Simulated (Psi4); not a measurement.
# A workflow on NOF (nitrosyl fluoride)

Wanted: a structure relaxation (BP86/cc-pVTZ), then the harmonic vibrations, then the energy (CCSD(T)/cc-pVDZ) of NOF (nitrosyl fluoride). 

Program for the calculation: Psi4 1.11.

### 1 The system as given

NOF has 3 atoms, charge 0, and is taken as a singlet. SMILES: `O=NF`. The shape is that of a GFN2-xTB optimisation. The run starts from this shape.

Bond lengths: O1–N2 1.139 Å, N2–F3 1.492 Å. Angles: O1–N2–F3 111.3°.

### 2 A structure relaxation at BP86/cc-pVTZ (density fitting) (run 1)

Contents of fno.in:

```
memory 1.6 GB

molecule geom {
  0 1
  O
  N 1 r2
  F 2 r3 1 a3

  r2 = 1.138848
  r3 = 1.492027
  a3 = 111.26393
  symmetry c1
}

set globals {
  basis cc-pVTZ
  geom_maxiter 60
}

energy_value, wavefunction = optimize('bp86', return_wfn=True)
```

Started as:

```console
psi4 -n 1 fno.in fno.out
```

fno.out:

```text
Psi4 1.11 release

gradient() will perform analytic gradient computation.

   => Loading Basis Set <=

    Name: CC-PVTZ
    Role: ORBITAL
    Keyword: BASIS

         ---------------------------------------------------------
                                   SCF
                              RKS Reference
                        1 Threads,   1525 MiB Core
         ---------------------------------------------------------

  ==> Geometry <==

    Molecular point group: c1
    Full point group: Cs

    Geometry (in Angstrom), charge = 0, multiplicity = 1:

       Center              X                  Y                   Z               Mass
    ------------   -----------------  -----------------  -----------------  -----------------
         O           -0.539148233825     0.976884280664     0.000000000000    15.994914619570
         N           -0.539148233825    -0.161963719336     0.000000000000    14.003074004430
         F            0.851301156545    -0.703069126396     0.000000000000    18.998403162730

  Running in c1 symmetry.

  Rotational constants: A =      3.27993  B =      0.39786  C =      0.35482 [cm^-1]
  Rotational constants: A =  98329.84543  B =  11927.48371  C =  10637.18520 [MHz]
  Nuclear repulsion =   65.836718853212957

  Charge       = 0
  Multiplicity = 1
  Electrons    = 24
  Nalpha       = 12
  Nbeta        = 12

  ==> Algorithm <==

  SCF Algorithm Type is DF.
  DIIS enabled.
  MOM disabled.
  Fractional occupation disabled.
  Guess Type is SAD.
  Energy threshold   = 1.00e-08
  Density threshold  = 1.00e-08
  Integral threshold = 1.00e-12

  ==> Primary Basis <==

  Basis Set: CC-PVTZ
    Blend: CC-PVTZ
    Number of shells: 30
    Number of basis functions: 90
    Number of Cartesian functions: 105
    Spherical Harmonics?: true
    Max angular momentum: 3

  ==> DFT Potential <==

   => LibXC <=

    Version 7.1.2

   => Composite Functional: BP86 <=

    BP86 GGA Exchange-Correlation Functional

    Deriv               =              1
    GGA                 =           TRUE
    Meta                =          FALSE

    Exchange Hybrid     =          FALSE
    MP2 Hybrid          =          FALSE

   => Exchange Functionals <=

    1.0000     XC_GGA_X_B88

   => Correlation Functionals <=

    1.0000     XC_GGA_C_P86

   => LibXC Density Thresholds  <==

    XC_GGA_C_P86:  1.00E-15
    XC_GGA_X_B88:  1.00E-15

   => Molecular Quadrature <=

    Radial Scheme          =       TREUTLER
    Pruning Scheme         =           NONE
    Nuclear Scheme         =       TREUTLER

    Blocking Scheme        =         OCTREE
    BS radius alpha        =              1
    Pruning alpha          =              1
    Radial Points          =             75
    Spherical Points       =            302
    Total Points           =          64613
    Total Blocks           =            547
    Max Points             =            256
    Max Functions          =             90
    Weights Tolerance      =       1.00E-15

   => Loading Basis Set <=

    Name: (CC-PVTZ AUX)
    Role: JKFIT
    Keyword: DF_BASIS_SCF

  ==> Integral Setup <==

  DFHelper Memory: AOs need 0.016 GiB; user supplied 0.970 GiB.
  SCF_SUBTYPE=INCORE selected. In-core MEM_DF algorithm will be used.
  Using in-core AOs.

  ==> MemDFJK: Density-Fitted J/K Matrices <==

    J tasked:                   Yes
    K tasked:                    No
    wK tasked:                   No
    Memory [MiB]:               993
    Algorithm:                 Core
    Schwarz Cutoff:           1E-12
    Mask sparsity (%):       0.0000
    Fitting Condition:        1E-10

   => Auxiliary Basis Set <=

  Basis Set: (CC-PVTZ AUX)
    Blend: CC-PVTZ-JKFIT
    Number of shells: 75
    Number of basis functions: 237
    Number of Cartesian functions: 288
    Spherical Harmonics?: true
    Max angular momentum: 4

  Cached 100.0% of DFT collocation blocks in 0.147 [GiB].

  Minimum eigenvalue in the overlap matrix is 2.5314055552E-03.
  Reciprocal condition number of the overlap matrix is 6.0408961201E-04.
    Using symmetric orthogonalization.

  ==> Pre-Iterations <==

  SCF Guess: Superposition of Atomic Densities via on-the-fly atomic UHF (no occupation information).

   -------------------------
    Irrep   Nso     Nmo
   -------------------------
     A         90      90
   -------------------------
    Total      90      90
   -------------------------

  ==> Iterations <==

                           Total Energy        Delta E     RMS |[F,P]|

   @DF-RKS iter SAD:  -229.51646000725981   -2.29516e+02   0.00000e+00
   @DF-RKS iter   1:  -229.76114779159775   -2.44688e-01   5.07884e-03 DIIS/ADIIS
   @DF-RKS iter   2:  -229.58973374982955    1.71414e-01   9.58445e-03 DIIS/ADIIS
   @DF-RKS iter   3:  -229.79969816424608   -2.09964e-01   2.55665e-03 DIIS/ADIIS
   @DF-RKS iter   4:  -229.81978615731049   -2.00880e-02   5.69239e-04 DIIS/ADIIS
   @DF-RKS iter   5:  -229.81965737561552    1.28782e-04   5.68930e-04 DIIS/ADIIS
   @DF-RKS iter   6:  -229.82063809855902   -9.80723e-04   4.24602e-05 DIIS
   @DF-RKS iter   7:  -229.82064326549516   -5.16694e-06   8.74215e-06 DIIS
   @DF-RKS iter   8:  -229.82064352265405   -2.57159e-07   1.01799e-06 DIIS
   @DF-RKS iter   9:  -229.82064352539004   -2.73599e-09   2.63599e-07 DIIS
   @DF-RKS iter  10:  -229.82064352560445   -2.14413e-10   1.85238e-08 DIIS
   @DF-RKS iter  11:  -229.82064352560522   -7.67386e-13   2.60215e-09 DIIS
  Energy and wave function converged.

  ==> Post-Iterations <==

   Electrons on quadrature grid:
      Ntotal   =   24.0000075175 ; deviation = 7.518e-06

    Orbital Energies [Eh]
    ---------------------

    Doubly Occupied:

[... 19 lines left out ...]
  @DF-RKS Final Energy:  -229.82064352560522
[... 5 lines left out ...]
    Two-Electron Energy =                 177.1804705869026861
[... 2 lines left out ...]
    VV10 Nonlocal Energy =                  0.0000000000000000
[... 16 lines left out ...]
 Dipole Y            :         -0.3839767            0.6684076            0.2844309
[... 112 lines left out ...]
	                                 ==> Convergence Check <==
[... 8 lines left out ...]
	  Convergence Criteria     1.00e-06 *    3.00e-04 *             o    1.20e-03 *             o~
[... 137 lines left out ...]
   @DF-RKS iter   0:  -229.80498794407214   -2.29805e+02   7.65892e-04
[... 2 lines left out ...]
   @DF-RKS iter   3:  -229.82143586869904   -1.11159e-02   9.41889e-05 DIIS
[... 2 lines left out ...]
   @DF-RKS iter   6:  -229.82146436767908   -7.97274e-07   1.26606e-06 DIIS
[... 2 lines left out ...]
   @DF-RKS iter   9:  -229.82146437206183   -2.72848e-12   2.24147e-09 DIIS
[... 13 lines left out ...]
  @DF-RKS Final Energy:  -229.82146437206183
[... 5 lines left out ...]
    Two-Electron Energy =                 176.4355968500829306
[... 2 lines left out ...]
    VV10 Nonlocal Energy =                  0.0000000000000000
[... 16 lines left out ...]
 Dipole Y            :         -0.3588350            0.6716139            0.3127789
[... 81 lines left out ...]
	                                 ==> Convergence Check <==
[... 8 lines left out ...]
	  Convergence Criteria     1.00e-06 *    3.00e-04 *             o    1.20e-03 *             o
[... 95 lines left out ...]
   @DF-RKS iter   0:  -229.81370431976370   -2.29814e+02   4.99417e-04
[... 2 lines left out ...]
   @DF-RKS iter   3:  -229.82163014560106   -1.62615e-02   1.11790e-04 DIIS/ADIIS
[... 2 lines left out ...]
   @DF-RKS iter   6:  -229.82167250287472   -4.69250e-07   6.78216e-07 DIIS
[... 2 lines left out ...]
   @DF-RKS iter   9:  -229.82167250398425   -3.83693e-12   2.09657e-09 DIIS
[... 13 lines left out ...]
  @DF-RKS Final Energy:  -229.82167250398425
[... 5 lines left out ...]
    Two-Electron Energy =                 176.0091442524727654
[... 2 lines left out ...]
    VV10 Nonlocal Energy =                  0.0000000000000000
[... 16 lines left out ...]
 Dipole Y            :         -0.3307269            0.6723796            0.3416526
[... 81 lines left out ...]
	                                 ==> Convergence Check <==
[... 8 lines left out ...]
	  Convergence Criteria     1.00e-06 *    3.00e-04 *             o    1.20e-03 *             o
[... 100 lines left out ...]
   @DF-RKS iter   0:  -229.82119392633609   -2.29821e+02   1.80813e-04
[... 2 lines left out ...]
   @DF-RKS iter   3:  -229.82169661448407   -3.48896e-03   4.65371e-05 DIIS
[... 2 lines left out ...]
   @DF-RKS iter   6:  -229.82170410602001   -5.86950e-08   3.43032e-07 DIIS
[... 2 lines left out ...]
   @DF-RKS iter   9:  -229.82170410642442   -5.68434e-13   1.44416e-09 DIIS
[... 13 lines left out ...]
  @DF-RKS Final Energy:  -229.82170410642442
[... 5 lines left out ...]
    Two-Electron Energy =                 175.9217836317299373
[... 2 lines left out ...]
    VV10 Nonlocal Energy =                  0.0000000000000000
[... 16 lines left out ...]
 Dipole Y            :         -0.3184158            0.6740692            0.3556534
[... 81 lines left out ...]
	                                 ==> Convergence Check <==
[... 8 lines left out ...]
	  Convergence Criteria     1.00e-06 *    3.00e-04 *             o    1.20e-03 *             o
[... 89 lines left out ...]
   @DF-RKS iter   0:  -229.82215962575296   -2.29822e+02   1.01673e-04
[... 2 lines left out ...]
   @DF-RKS iter   3:  -229.82170860494492   -9.62006e-04   1.87667e-05 DIIS
[... 2 lines left out ...]
   @DF-RKS iter   6:  -229.82171002284204   -8.58444e-08   2.15636e-07 DIIS
[... 2 lines left out ...]
  Energy and wave function converged.
[... 1 line left out ...]
  ==> Post-Iterations <==

   Electrons on quadrature grid:
      Ntotal   =   24.0000068319 ; deviation = 6.832e-06

    Orbital Energies [Eh]
    ---------------------

    Doubly Occupied:

       1A    -24.272010     2A    -18.931296     3A    -14.230403
       4A     -1.212116     5A     -1.054193     6A     -0.652830
       7A     -0.530132     8A     -0.516762     9A     -0.487984
      10A     -0.346155    11A     -0.330145    12A     -0.303816

    Virtual:

      13A     -0.175897    14A     -0.069651    15A      0.212356
      16A      0.368288    17A      0.372696    18A      0.409724
      19A      0.441512    20A      0.508082    21A      0.544136
[... 22 lines of this table left out ...]
      88A      8.810126    89A     10.206250    90A     13.507494

    Final Occupation by Irrep:
              A
    DOCC [    12 ]
    NA   [    12 ]
    NB   [    12 ]

  @DF-RKS Final Energy:  -229.82171002300259

   => Energetics <=

    Nuclear Repulsion Energy =             64.5128981326798794
    One-Electron Energy =                -444.4738306408767130
    Two-Electron Energy =                 175.9144005611344710
    DFT Exchange-Correlation Energy =     -25.7751780759402358
    Empirical Dispersion Energy =           0.0000000000000000
    VV10 Nonlocal Energy =                  0.0000000000000000
    Total Energy =                       -229.8217100230025949

Computation Completed

Properties will be evaluated at   0.000000,   0.000000,   0.000000 [a0]

Properties computed using the SCF density matrix

 Multipole Moments:

 ------------------------------------------------------------------------------------
     Multipole            Electronic (a.u.)      Nuclear  (a.u.)        Total (a.u.)
 ------------------------------------------------------------------------------------

 L = 1.  Multiply by 2.5417464519 to convert [e a0] to [Debye]
 Dipole X            :          0.3389627           -0.8404140           -0.5014513
 Dipole Y            :         -0.3116006            0.6734227            0.3618221
 Dipole Z            :         -0.0000000            0.0000000           -0.0000000
 Magnitude           :                                                    0.6183596

 ------------------------------------------------------------------------------------

	total time  =          1 seconds =       0.02 minutes

         ------------------------------------------------------------
                                   SCF GRAD
         ------------------------------------------------------------

  ==> Geometry <==

    Molecular point group: c1
    Full point group: Cs

    Geometry (in Angstrom), charge = 0, multiplicity = 1:

       Center              X                  Y                   Z               Mass
    ------------   -----------------  -----------------  -----------------  -----------------
         O           -0.563494456860     0.981599864196     0.000000000000    15.994914619570
         N           -0.563494456860    -0.160162411320     0.000000000000    14.003074004430
         F            0.889743214826    -0.708366898242     0.000000000000    18.998403162730

  Nuclear repulsion =   64.512898132679879

   => Molecular Quadrature <=

    Radial Scheme          =       TREUTLER
    Pruning Scheme         =           NONE
    Nuclear Scheme         =       TREUTLER

    Blocking Scheme        =         OCTREE
    BS radius alpha        =              1
    Pruning alpha          =              1
    Radial Points          =             75
    Spherical Points       =            302
    Total Points           =          64639
    Total Blocks           =            549
    Max Points             =            256
    Max Functions          =             90
    Weights Tolerance      =       1.00E-15

  -Total Gradient:
     Atom            X                  Y                   Z
    ------   -----------------  -----------------  -----------------
       1        0.000071563620     0.000117231283     0.000000000000
       2       -0.000026154393    -0.000238422176    -0.000000000000
       3       -0.000070463563     0.000085474047    -0.000000000000

	total time  =          0 seconds =       0.00 minutes

    			-----------------------------------------

    			 OPTKING 3.0: for geometry optimizations

    			        with contributions from

    			-----------------------------------------

	                            ===> Fragment 1 <==

	 Z (Atomic Numbers)          Masses                          Geom
	       8.000000            15.994915         -1.06485020  1.85495491  0.00000000
	       7.000000            14.003074         -1.06485020 -0.30266309  0.00000000
	       9.000000            18.998403          1.68137100 -1.33861943  0.00000000

	 - Coordinate -           - BOHR/RAD -       - ANG/DEG -
	 R(1,2)           =         2.157618           1.141762
	 R(2,3)           =         2.935121           1.553199
	 B(1,2,3)         =         1.931520         110.667968

	        --- Internal Coordinate Step in ANG or DEG, aJ/ANG or AJ/DEG ---
	-------------------------------------------------------------------------------
	           Coordinate      Previous         Force          Change          New
	           ----------      --------        ------          ------        ------
	               R(1,2)       1.14176       -0.00109       -0.00011       1.14165
	               R(2,3)       1.55320        0.00078        0.00039       1.55359
	             B(1,2,3)     110.66797        0.00001        0.03911     110.70707
	-------------------------------------------------------------------------------

	                                 ==> Convergence Check <==

	Measures of convergence in internal coordinates in au.

	Criteria marked as inactive (o), active & met (*), and active & unmet ( ).

	----------------------------------------------------------------------------------------------
	   Step    Total Energy     Delta E     Max Force     RMS Force      Max Disp      RMS Disp
	----------------------------------------------------------------------------------------------
	  Convergence Criteria     1.00e-06 *    3.00e-04 *             o    1.20e-03 *             o
	----------------------------------------------------------------------------------------------
	     5    -229.82171002   -5.92e-06      1.84e-04 *    1.42e-04 o    7.30e-04 *    5.91e-04 o  ~
	----------------------------------------------------------------------------------------------

Next Geometry in Ang
	Fragment 1 (Ang)

	    O  -0.5638316323   0.9817241837   0.0000000000
	    N  -0.5634186529  -0.1599232258   0.0000000000
	    F   0.8900045863  -0.7087304033   0.0000000000

    Final optimized geometry and variables:
    Molecular point group: c1
    Full point group: Cs

    Geometry (in Angstrom), charge = 0, multiplicity = 1:

    O
    N             1          r2
    F             2          r3      1          a3

    a3        =  110.6679677610
    r2        =    1.1417622755
    r3        =    1.5531992435

    Psi4 run time: 0:00:07.43

[set-up sections that repeat, and orbital energies of the middle runs, are left out above]
```

The script printed:

```text
Optimizer: Optimization complete!
```

Wall time 8.1 s (1 thread of AMD EPYC 9R45 (Zen 5), shared host); peak memory 0.41 GiB.

The path in brief:

| step | energy from the first frame kept (eV) | largest force (eV/Å) |
| --- | --- | --- |
| 0 | 0.0000 | 1.0918 |
| 1 | -0.0223 | 0.4451 |
| 2 | -0.0280 | 0.3190 |
| 3 | -0.0289 | 0.1458 |
| 4 | -0.0290 | 0.0123 |

After the run. Bond lengths: O1–N2 1.142 Å. A long bond or contact: N2–F3 1.553 Å.

[end of part 1 of 2]
